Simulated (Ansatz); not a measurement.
Reaction (SMILES): C=CCl → [CH]=CCl + H atom
B3LYP-D3(BJ)/def2-TZVP geometries, fixed; electronic energies without zero-point terms.
Largest species:
```xyz
6

C      0.0112     0.7589    -0.0124
C      1.3049     1.0233     0.0034
Cl    -0.6370    -0.8532     0.0042
H     -0.7591     1.5163    -0.0370
H      2.0529     0.2431     0.0280
H      1.6388     2.0524    -0.0084
```

How fast the bond dissociation energy converges with the basis for several methods (Ansatz, a program for electronic structure): deviation from each method's own reference, in kcal/mol. References: B2PLYP 118.21 kcal/mol, the value in aug-pcseg-3; B3LYP 116.91 kcal/mol, the value in aug-pcseg-3; CCSD(T) 119.91 kcal/mol, Hartree-Fock in cc-pV(Q+d)Z plus the correlation part extrapolated as X^-3 from cc-pV(T+d)Z and cc-pV(Q+d)Z; HF 92.17 kcal/mol, the value in aug-pcseg-3; MP2 126.69 kcal/mol, Hartree-Fock in aug-cc-pV(Q+d)Z plus the correlation part extrapolated as X^-3 from aug-cc-pV(T+d)Z and aug-cc-pV(Q+d)Z; PBE 114.72 kcal/mol, the value in aug-pcseg-3. Cartesian d functions, on some or all atoms, in 6-31G**; all else is spherical. In correlated methods cores are frozen. An unrestricted Hartree-Fock determinant is markedly spin-contaminated. Open shells are unrestricted. No added dispersion term, no relativity. 

| basis | functions | B2PLYP | B3LYP | CCSD(T) | HF | MP2 | PBE |
|---|---|---|---|---|---|---|---|
| pcseg-0 | 37 | -6.12 | -2.21 | -14.84 | -3.80 | (withheld) | -1.48 |
| 6-31G** | 64 | -0.14 | 1.23 | -3.31 | 0.48 | (withheld) | 1.67 |
| aug-pcseg-1 | 100 | -1.50 | -0.66 | -3.66 | 0.44 | (withheld) | -0.47 |
| def2-TZVP | 117 | -1.11 | -0.21 | -3.22 | -0.40 | (withheld) | -0.07 |
| 6-311++G(2d,2p) | 119 | -0.89 | -0.08 | -3.02 | -0.16 | (withheld) | 0.03 |
| pcseg-2 | 136 | -0.32 | -0.06 | -1.14 | -0.01 | (withheld) | 0.02 |
| 6-311++G(3df,3pd) | 179 | -0.29 | 0.02 | -1.23 | -0.02 | (withheld) | 0.06 |
| aug-pcseg-2 | 211 | -0.30 | -0.09 | -1.05 | 0.06 | (withheld) | -0.04 |

Problem. Complete the blanks.

Solution. 
- pcseg-0, MP2: -16.44
- 6-31G**, MP2: -4.58
- aug-pcseg-1, MP2: -5.11
- def2-TZVP, MP2: -4.24
- 6-311++G(2d,2p), MP2: -4.07
- pcseg-2, MP2: -2.18
- 6-311++G(3df,3pd), MP2: -2.07
- aug-pcseg-2, MP2: -1.97

Mean absolute deviation over def2-TZVP, 6-311++G(2d,2p), pcseg-2, 6-311++G(3df,3pd), aug-pcseg-2: PBE 0.05, B3LYP 0.09, HF 0.13, B2PLYP 0.58, CCSD(T) 1.93, MP2 2.91 kcal/mol.
